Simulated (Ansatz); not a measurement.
We consider 1T (CdI2-type) PtS2, described by r²SCAN+rVV10 (PAW; Ansatz, a first-principles code).

Settings: plane-wave cutoff 500 eV, 18×18×8 k mesh (along the axes of the cell as run), Fermi–Dirac smearing 0.05 eV, scalar-relativistic PAW data made under PBE.

Computed at the level's own relaxed cell.

Q: Give the computed equilibrium volume per atom, lattice constant a, c axis length and band gap.

A: 
- equilibrium volume per atom = 18.66 Å³/atom
- lattice constant a = 3.552 Å
- c axis length = 5.123 Å
- band gap = 0.83 eV (on the SCF k mesh)

Measured, for comparison: band gap 0.7 eV (temperature not stated, not corrected to a static lattice, bulk, cited; as tabulated in Two-dimensional noble-metal chalcogenides and phosphochalcogenides, Angew. …); lattice constant a 3.542 Å (temperature not stated, not corrected to a static lattice; as tabulated in Björkman (2014), arXiv:1406.2436); lattice parameter c 5.036 Å (temperature not stated, zero-point anharmonic expansion removed (computed with revB86b-DF2); no thermal correction; as tabulated in Björkman (2014), arXiv:1406.2436). Computed (rounded) less measured: lattice constant a +0.3 %, lattice parameter c +1.7 %.

Spin–orbit coupling is not included.

The computed numbers hold no vibrational or temperature effects.

It cost very roughly 100 core-seconds of CPU time.
